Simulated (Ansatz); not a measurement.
```yaml
crystal:
  periodic: [false, false, false]
  atoms:
    - {symbol: Hf, position_ang: [-1.771214, -0.304165, -0.001819]}
    - {symbol: O, position_ang: [0.581202, -0.248512, 0.002214]}
    - {symbol: H, position_ang: [1.190013, 0.552677, -0.000395]}
basis:
  gaussian: {orbitals: def2-TZVP}
total_charge: 1
magnetization: {spin_polarized: true, initial_magnetization: 4}
hamiltonian: {xc: pbe0}
relax: {f_tol: 0.004, max_steps: 80}
```

```sh
$ ansatz run in.yaml --threads 1 --pin off --events-out ev --progress --plain --max-ram 2176MiB
```

Steps of the relaxation (energy above the last step; positions in Å, forces in eV/Å):

```
3
step 1, 12.9 meV
Hf   -1.771   -0.304   -0.002   -0.029   -0.006    0.000
O     0.581   -0.249    0.002    0.631    0.821   -0.003
H     1.190    0.553    0.000   -0.602   -0.814    0.003
```

```
3
step 2, 1.2 meV
Hf   -1.775   -0.307   -0.002   -0.007   -0.002    0.000
O     0.584   -0.237    0.002    0.204    0.263   -0.001
H     1.191    0.544    0.000   -0.197   -0.261    0.001
```

```
3
step 3, 0.0 meV
Hf   -1.776   -0.308   -0.002    0.000   -0.001    0.000
O     0.585   -0.233    0.002   -0.016   -0.015    0.000
H     1.190    0.540    0.000    0.017    0.016    0.000
```

```
3
step 4, 0.0 meV
Hf   -1.777   -0.308   -0.002    0.001    0.000    0.000
O     0.584   -0.231    0.002    0.000    0.001    0.000
H     1.192    0.540    0.000   -0.001   -0.001    0.000
```

Close pairs at the end: O2–H3 0.982 Å, Hf1–O2 2.362 Å.

A stationary point of unrestricted PBE0 after 4 steps, with ⟨S²⟩ = 6.004 against 6.00 for a pure state; no frequencies were run, so it isn't proven a minimum. 52 s on 1 thread of Arm Neoverse V1, shared host.
